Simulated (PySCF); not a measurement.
**Working out the ionisation energy of Si**

Si [Ne] 3s2 3p2 (3P) → Si⁺ [Ne] 3s2 3p1 (2P). All numbers are calculated (PySCF 2.14, the spin-free X2C one-electron Hamiltonian (Gaussian nucleus), in x2c-SVPall). Frozen: [Ne]. Energies in hartree (1 hartree = 27.21139 eV):

| part | Si (lower) | Si⁺ (upper) |
| --- | --- | --- |
| UHF | -289.348114 | -289.067590 |
| CCSD correlation | -0.061430 | -0.052915 |
| (T) | -0.000972 | -0.000657 |

Question: What does Hartree-Fock give?

Answer: (-289.067590) − (-289.348114) = 0.280524 hartree = 7.633 eV.

Question: What do CCSD and CCSD(T) give?

Answer: The CCSD correlation energies differ by 0.008515 hartree = 0.232 eV and the triples by 0.000315 hartree = 0.009 eV, so CCSD gives 7.865 eV and CCSD(T) 7.874 eV.

Measured between the centres of the two terms (NIST): 8.157 eV, so CCSD(T) (valence) is off by -0.283 eV.

A double-zeta basis recovers only part of the correlation energy.

What remains against the reference includes basis incompleteness, the frozen core and higher excitations.
